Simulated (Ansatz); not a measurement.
Process, species as SMILES: [SH] (SH) → H atom + S atom
B3LYP-D3(BJ)/def2-TZVP geometries, fixed; electronic energies without zero-point terms.

Energies in hartree at CCSD(T) with Ansatz (a first-principles code); the atomisation energy is their sum with the coefficients shown, times 627.509 kcal/mol a hartree. All functions are spherical. Cores are frozen. Open shells are unrestricted. No added dispersion term, no relativity.

| species | coefficient | part | cc-pV(D+d)Z | cc-pV(T+d)Z | cc-pV(Q+d)Z |
|---|---|---|---|---|---|
| [SH] (SH) | -1 | Hartree-Fock | -398.09119 | -398.10608 | -398.10985 |
| [SH] (SH) | -1 | correlation | -0.13874 | -0.18293 | -0.19573 |
| H atom | +1 | Hartree-Fock | -0.49928 | -0.49981 | -0.49995 |
| S atom | +1 | Hartree-Fock | -397.49702 | -397.50938 | -397.51264 |
| S atom | +1 | correlation | -0.10711 | -0.14507 | -0.15521 |

**Question.** Predict the atomisation energy in cc-pV(5+d)Z (X = 5): let each Hartree-Fock step shrink by the ratio of the last two, and fit each correlation energy at X = 3 and 4 to E + A/X^3. Compare with the run.

**Answer.** 
- [SH] (SH): steps -0.01489 and -0.00377, ratio 0.253, so Hartree-Fock -398.11080 (run: -398.11054); A = (-0.18293 - (-0.19573))/(1/27 - 1/64) = 0.5978, correlation -0.19573 - A/64 + A/125 = -0.20029 (run: -0.19987).
- H atom: steps -0.00053 and -0.00014, ratio 0.264, so Hartree-Fock -0.49999 (run: -0.49999).
- S atom: steps -0.01236 and -0.00326, ratio 0.264, so Hartree-Fock -397.51350 (run: -397.51318); A = (-0.14507 - (-0.15521))/(1/27 - 1/64) = 0.4736, correlation -0.15521 - A/64 + A/125 = -0.15882 (run: -0.15860).
Predicted 87.1 kcal/mol; the run in cc-pV(5+d)Z gives 87.0, a miss of 0.1. Keeping the value in cc-pV(Q+d)Z, 86.5, would miss by -0.5.
